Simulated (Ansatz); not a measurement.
Start from `[CH3][AlH][Cl]` and change one element to get `CBCl`.

Ansatz, PBE0-D4/def2-TZVP geometries, multiplicity 1. 

```
                                          property  `[CH3][AlH][Cl]`
             LUMO energy (ωB97M-V/def2-TZVPP) / eV              0.49
              HOMO–LUMO gap (PBE0/def2-TZVPP) / eV              7.09
size of the dipole moment (ωB97M-V/def2-TZVPP) / D              1.81
               HOMO–LUMO gap (PBE/def2-TZVPP) / eV              5.02
             HOMO energy (ωB97M-V/def2-TZVPP) / eV            -10.42
                 HOMO energy (PBE/def2-TZVPP) / eV             -6.92
```

Question: Give the same properties after the change, and the shifts. (Best estimate.)

Answer: The calculation gave: 
| property | `CBCl` | shift |
| --- | --- | --- |
| LUMO energy (ωB97M-V/def2-TZVPP) / eV | 0.85 | 0.36 |
| HOMO–LUMO gap (PBE0/def2-TZVPP) / eV | 7.25 | 0.16 |
| size of the dipole moment (ωB97M-V/def2-TZVPP) / D | 1.32 | -0.49 |
| HOMO–LUMO gap (PBE/def2-TZVPP) / eV | 4.86 | -0.16 |
| HOMO energy (ωB97M-V/def2-TZVPP) / eV | -10.72 | -0.30 |
| HOMO energy (PBE/def2-TZVPP) / eV | -7.05 | -0.13 |

With PBE0 the HOMO falls by 0.22 eV and the LUMO falls by 0.05 eV, so the gap widens by about 0.17 eV. PBE moves the HOMO by -0.13 eV and ωB97M-V by -0.30 eV. Dipoles are sizes alone; their direction can turn.
